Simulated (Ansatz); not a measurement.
Ideal-gas functions of H₆SSi₂ (`[SiH3][SiH2]S`) at 800 K and 1 bar, from an Ansatz frequency run at PBE0-D4/def2-TZVP.

Molar mass 94.29 g/mol, point group Cs (symmetry number 1), electronic degeneracy 1, moments of inertia 50.468, 222.52, 261.245 u Å². Harmonic wavenumbers (cm⁻¹, unscaled): 76, 115, 158, 360, 411, 481, 529, 583, 677, 706, 800, 884, 935, 935, 952, 2207, 2211, 2220, 2232, 2236, 2704.

Use S(trans) = R[1.5 ln M + 2.5 ln T − 1.1517]; rotational temperatures θ = 24.2544 K / I; S(rot) = R[ln(√π/σ · √(T³/θAθBθC)) + 1.5]; for each mode x = 1.438777 ν̃/T, S = R[x/(eˣ − 1) − ln(1 − e⁻ˣ)] and H = RT x/(eˣ − 1); 1 cm⁻¹ = 0.0119627 kJ/mol; R = 8.31446 J/(mol·K).

Task: By hand: the entropy, in J/(mol·K).

Result: Translation 186.1. Rotation: θ = 0.4806, 0.109, 0.0928 K, giving 122.7. Vibration, mode by mode: 24.87, 21.43, 18.80, 12.07, 11.01, 9.77, 9.04, 8.29, 7.17, 6.87, 5.97, 5.28, 4.91, 4.91, 4.79, 0.79, 0.79, 0.78, 0.77, 0.76, 0.38, in all 159.5. Electronic 0.0. Sum 468.3 J/(mol·K).

Task: By hand: H − E and G − E in kJ/mol, counted from the electronic energy.

Result: Zero-point energy ½ × 22412 × 0.0119627 = 134.1; thermal vibration 61.9; translation, rotation and pV give 4 RT = 26.6. H − E = 222.6 kJ/mol, and G − E = 222.6 − 800 × 468.3/1000 = -152.0 kJ/mol.

Vibration gives 34 % of the entropy, 46.3 J/(mol·K) of it from the modes under 150 cm⁻¹: soft modes count most, and the harmonic formula is weakest for them. The sum counts one conformer and one mirror image; others add a mixing term.
